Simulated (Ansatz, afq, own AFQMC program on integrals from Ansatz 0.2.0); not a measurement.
Two steps: Ansatz 0.2.0 writes the Fock matrix and Cholesky factors of the valence space, and afq projects on them the lowest state that overlaps trial and start.

```yaml
crystal:
  periodic: [false, false, false]
  atoms:
    - {symbol: N, position_ang: [0.000000, 0.000000, -0.967575]}
    - {symbol: C, position_ang: [0.000000, 0.000000, -0.050575]}
    - {symbol: H, position_ang: [0.000000, 0.000000, 1.018150]}
basis:
  gaussian: {orbitals: cc-pVDZ}
magnetization: {spin_polarized: false}
correlation: {method: ccsd_t, electrons: outside_noble_gas, hamiltonian_folder: ham}
```

```sh
$ ansatz run in.yaml --threads 1 --pin off --events-out ev --progress --plain --max-ram 1382MiB
```

Options of the walk:

```
--method phaseless --trial cid --walkers 20 --populations 1 --least-time 40 --time-step 0.02 --steps-per-block 5 --equilibration-blocks 60 --max-blocks 400 --target-error 0.00076 --factor-cut 1e-05 --seed 3136 --taylor-order 4
```

Times are imaginary, in 1/Eh. The walk had a cap of 205 s.

afq prints:

```
orbitals 31  electrons 5 5  factors 236 of 313
reference energy -92.67072788 Eh
CCSD correlation -0.25537877 Eh in 9 cycles, weight of the determinant in the CISD state 0.9175
energy of the start -92.926137 Eh
 block  time / (1/Eh)  mean weight  energy / Eh
     1     0.100  0.9776  -92.923231
     2     0.200  1.0077  -92.922965
     3     0.300  0.9785  -92.922873
     4     0.400  1.0001  -92.926368
     5     0.500  1.0089  -92.924438
     7     0.700  1.0018  -92.928822
     9     0.900  1.0104  -92.924936
    12     1.200  0.9930  -92.928565
    34     3.400  0.9986  -92.925852
    56     5.600  0.9817  -92.925506
    78     7.800  0.9968  -92.932528
   100    10.000  0.9875  -92.940997
   122    12.200  1.0153  -92.961297
   144    14.400  0.9908  -92.928995
   166    16.600  1.0171  -92.928162
   177    17.700  1.0024  -92.925066
   188    18.800  1.0166  -92.930932
   210    21.000  1.0059  -92.932711
   232    23.200  1.0103  -92.929850
   254    25.400  1.0040  -92.936131
   265    26.500  0.9846  -92.965322
   276    27.600  0.9879  -92.928177
   298    29.800  0.9891  -92.930642
   320    32.000  0.9930  -92.931487
   342    34.200  1.0041  -92.937460
   364    36.400  1.0144  -92.935250
   386    38.600  1.0244  -92.933175
   408    40.800  1.0020  -92.928579
   430    43.000  0.9687  -92.958587
   452    45.200  1.0038  -92.935896
blocks merged  error / Eh  count
     1  0.000389  400
     2  0.000501  200
     4  0.000603  100
     8  0.000792  50
    16  0.000855  25
    32  0.001002  12
energy -92.935121 +/- 0.000855 Eh
(rows thinned)
```

The run passed its tests (sampling time, drift between the halves within three errors, error under three times the target), which doesn't prove that it has relaxed.

Against this walk (error 23.3 meV) on the same determinant: CCSD(T) 55.8 meV higher, CCSDT(Q) 32.9 meV higher (within the noise), a separate phaseless walk with a CISD trial and standard settings 40.3 ± 25.1 meV higher (within the noise). The error is statistical and leaves out the bias of the constraint.

Cautions: constraint bias not in the error; error above the target (23.3 against 20.7 meV); so few walkers bias the energy; the time-step error isn't removed.

The walk took 14 s on 1 thread of Arm Neoverse V2 (shared host). The log's last line is the phaseless energy.

CCSDT and higher add their correlation energy to the determinant of the CCSD(T) run, since their own runs factorise the integrals more tightly (a shift of under 2 meV). A walk keeps the symmetry of its determinant, which the program's search chose and which needn't be the lowest solution, so a lower state of the same spin and another symmetry isn't excluded.
